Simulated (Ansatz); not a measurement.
Input file:

```yaml
crystal:
  periodic: [false, false, false]
  atoms:
    - {symbol: Al, position_ang: [0.000000, 0.000000, 0.000000]}
    - {symbol: O, position_ang: [0.000000, 0.000000, 1.732900]}
basis:
  gaussian: {orbitals: cc-pVDZ}
total_charge: 1
magnetization: {spin_polarized: false, initial_magnetization: 4}
correlation: {method: ccsdtq, electrons: outside_noble_gas}
```

```sh
$ ansatz run in.yaml --threads 2 --pin off --events-out ev --progress --plain --max-ram 24576MiB --backend cuda --devices 0, --max-vram 18GiB
```

Output:

```
541 factors; integrals over basis functions are off by at most 1.9e-7 eV
mean field evaluation 1: about -8605.9198 eV, gradient 1.3e1 eV
mean field evaluation 2: about -8605.9941 eV, gradient 1.2e1 eV
mean field evaluation 4: about -8606.8921 eV, gradient 1.4e0 eV
mean field evaluation 8: about -8606.9093 eV, gradient 1.2e-1 eV
mean field evaluation 16: about -8606.8979 eV, gradient 1.3e0 eV
mean field evaluation 32: about -8606.9057 eV, gradient 5.0e-1 eV
mean field evaluation 64: about -8606.9094 eV, gradient 6.9e-5 eV
mean field evaluation 96: about -8605.4941 eV, gradient 5.6e-4 eV
mean field evaluation 128: about -8606.8879 eV, gradient 1.4e0 eV
mean field evaluation 160: about -8605.7151 eV, gradient 2.6e-4 eV
...
cycle  12  -3.70222467 eV  change   -2.9e-5 eV  update   2.4e-4
cycle  13  -3.70224119 eV  change   -1.7e-5 eV  update   2.1e-4
cycle  14  -3.70224234 eV  change   -1.1e-6 eV  update   1.1e-4
cycle  15  -3.70223983 eV  change    2.5e-6 eV  update   4.3e-5
cycle  16  -3.70223766 eV  change    2.2e-6 eV  update   1.7e-5
cycle  17  -3.70223673 eV  change    9.3e-7 eV  update   5.2e-6
cycle  18  -3.70223684 eV  change   -1.1e-7 eV  update   3.6e-6
cycle  19  -3.70223742 eV  change   -5.8e-7 eV  update   2.0e-6
cycle  20  -3.70223786 eV  change   -4.4e-7 eV  update   1.0e-6
cycle  21  -3.70223819 eV  change   -3.2e-7 eV  update   7.6e-7
Total energy: -8610.61162539 eV, -316.4341407510 hartree
```

For the same geometry and basis full CI lies 0.7 meV higher.

Ran on 2 threads of AMD EPYC 7R13 with a shared H100 80 GB, shared host: 16 s wall, 0.86 GiB peak host memory.
